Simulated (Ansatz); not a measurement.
# Si₂H₅Cl (built from SMILES [SiH3][SiH2]Cl): a reaction path by the nudged elastic band

What path joins these two structures, and how high does it climb? Both ends were relaxed at PBE0-D4 in triple zeta.

Method: PBE0-D4/def2-SVP; program: Ansatz 0.2.0, Gaussian basis.

16 further runs of the same task are left out: 16 set aside as unsound or not needed.

## 1. Starting geometry

The first end: 8 atoms, charge 0, spin multiplicity 1.

Atoms are counted from 1 here; the program's logs count them from 0.

Bond lengths: Si1–Si2 2.338 Å, Si1–H6 1.486 Å, Si1–H7 1.488 Å, Si1–H8 1.486 Å, Si2–Cl3 2.064 Å, Si2–H4 1.485 Å, Si2–H5 1.485 Å. Angles: Si2–Si1–H6 109.6°, Si2–Si1–H7 109.5°, Si2–Si1–H8 109.6°, H6–Si1–H7 109.3°, H6–Si1–H8 109.5°, H7–Si1–H8 109.3°, Si1–Si2–Cl3 108.8°, Si1–Si2–H4 111.8°, Si1–Si2–H5 111.8°, Cl3–Si2–H4 107.7°, Cl3–Si2–H5 107.7°, H4–Si2–H5 108.8°.

Coordinates:

```xyz
8

Si   -0.6369    0.0127    1.0232
Si    0.5515    0.1278   -0.9868
Cl    1.5352   -1.6633   -1.2803
H    -0.3484    0.3454   -2.1476
H     1.5723    1.2059   -0.9628
H    -1.6226   -1.0973    0.9573
H    -1.3562    1.2955    1.2499
H     0.3051   -0.2268    2.1472
```

The second end:

```xyz
8

Si   -0.3887   -0.3534    1.3442
Si   -0.0444    0.8291   -1.5989
Cl    1.0895   -0.7818   -0.0891
H     0.0168   -0.2225   -2.6926
H     1.3188    1.4142   -1.9223
H    -1.6916   -0.7440    0.7761
H    -0.2803    1.0756    1.6889
H    -0.0203   -1.2172    2.4938
```

## 2. The band at PBE0-D4/def2-SVP

Contents of neb/in.yaml:

```yaml
crystal:
  periodic: [false, false, false]
  atoms:
    - {symbol: Si, position_ang: [-0.636917, 0.012652, 1.023197]}
    - {symbol: Si, position_ang: [0.551537, 0.127838, -0.986808]}
    - {symbol: Cl, position_ang: [1.535152, -1.663260, -1.280319]}
    - {symbol: H, position_ang: [-0.348409, 0.345357, -2.147634]}
    - {symbol: H, position_ang: [1.572256, 1.205934, -0.962763]}
    - {symbol: H, position_ang: [-1.622573, -1.097342, 0.957339]}
    - {symbol: H, position_ang: [-1.356199, 1.295517, 1.249921]}
    - {symbol: H, position_ang: [0.305053, -0.226796, 2.147168]}
basis:
  gaussian: {orbitals: def2-SVP}
hamiltonian: {xc: pbe0, dispersion: d4}
neb:
  images: 5
  climbing: true
  max_iterations: 40
  initial_path: idpp
  final_atoms:
    - {symbol: Si, position_ang: [-0.388737, -0.353441, 1.344175]}
    - {symbol: Si, position_ang: [-0.044362, 0.829104, -1.598914]}
    - {symbol: Cl, position_ang: [1.089537, -0.781786, -0.089087]}
    - {symbol: H, position_ang: [0.016798, -0.222529, -2.692622]}
    - {symbol: H, position_ang: [1.318825, 1.414213, -1.922259]}
    - {symbol: H, position_ang: [-1.691573, -0.744041, 0.776123]}
    - {symbol: H, position_ang: [-0.280284, 1.075631, 1.688894]}
    - {symbol: H, position_ang: [-0.020304, -1.217250, 2.493789]}
```

Launch:

```bash
$ ansatz run in.yaml --threads 2 --pin off --events-out ev --progress --plain --max-ram 4352MiB
```

Q: Predict the outcome of this session. Wanted: from earlier runs: barrier over the separately found saddle, CCSD(T)/def2-TZVPP.

The runs gave:

| quantity | value |
| --- | --- |
| PBE0-D4/def2-SVP, 12 iterations | highest 210.9 kJ/mol (image 5), last end +202.7 kJ/mol |
| from earlier runs: barrier over the separately found saddle, CCSD(T)/def2-TZVPP | 217.3 kJ/mol |

What this shows: The highest image lies 210.9 kJ/mol above the first end, and it climbed, so it estimates the saddle. The ends are not quite minima at this level (largest force component 0.37 eV/Å), so the heights are unreliable: relaxing the first end would lower it and raise the barrier above it. The highest image is 6.4 kJ/mol below the CCSD(T) barrier in triple zeta, which comes from separate runs on the saddle.
